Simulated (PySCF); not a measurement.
Predicted microwave data (wB97X-D/def2-SVPD in PySCF (dipole) on a GFN2-xTB geometry, gas phase) for one isomer of C5H11F:

```
Rotational constants : A = 7356, B = 1741, C = 1516 MHz
Dipole components    : |μa| = 0.37 D, |μb| = 1.67 D, |μc| = 0.61 D
Inertial defect      : -25.59 u·Å²
κ                    : -0.92
```

**Question.** Which structure is it? (One computed conformer of each.)
A. `[CH3:1][CH:2]([CH3:3])[CH2:4][CH2:5][F:6]` with C1–C2–C4–C5 -173°, C2–C4–C5–F6 173°
B. `[CH3:1][CH2:2][CH2:3][C@@H:4]([CH3:5])[F:6]` with C1–C2–C3–C4 180°, C2–C3–C4–C5 178°

**Answer.** B. It is CCC[C@@H](C)F, a near-prolate asymmetric top, point group C1. The candidates at the same level (rigid rotor, commonest isotopes):

```csv
SMILES,A (MHz),B (MHz),C (MHz),μa (D),μb (D),μc (D),Δ (u·Å²),point group,rotor
CC(C)CCF,6993,1700,1466,1.93,0.61,0.51,-24.71,C1,near-prolate asymmetric top
CCC[C@@H](C)F,7356,1741,1516,0.37,1.67,0.61,-25.59,C1,near-prolate asymmetric top
```

`CC(C)CCF` has A 5 % too low. No structure here is proved a minimum.
